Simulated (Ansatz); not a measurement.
System: PH4, charge 1, singlet. PH4+ (SMILES [PH4+]).
B3LYP-D3(BJ)/def2-TZVP minimum from Ansatz (a first-principles code):
```
P
H 1 1.3979
H 1 1.3979 2 109.47
H 1 1.3979 2 109.47 3 -120.00
H 1 1.3979 2 109.47 4 -120.00
```
Charge +1, spin multiplicity 1.

Hartree-Fock and CCSD correlation energies in hartree (Ansatz). Open shells are spin-unrestricted; no spin-orbit coupling. Correlated methods leave the cores frozen. No relativity.

```tsv
basis	X	E(HF)	E(corr, CCSD)
cc-pV(T+d)Z	3	-342.80994	-0.18910
cc-pV(Q+d)Z	4	-342.81420	-0.19847
cc-pV(5+d)Z	5	-342.81507	withheld
```

Problem. Fit E(corr) = E∞ + A/X³ to X = 3 and 4, predict X = 5, and compare with the run.

Solution. A = (-0.18910 - (-0.19847))/(1/27 - 1/64) = 0.4376; E∞ = -0.19847 - A/64 = -0.20531; at X = 5, E∞ + A/125 = -0.20181. The run gave -0.20128, 0.53 mEh above the prediction. The same form on X = 4 and 5 gives E∞ = -0.20423, 1.08 mEh above the first estimate.
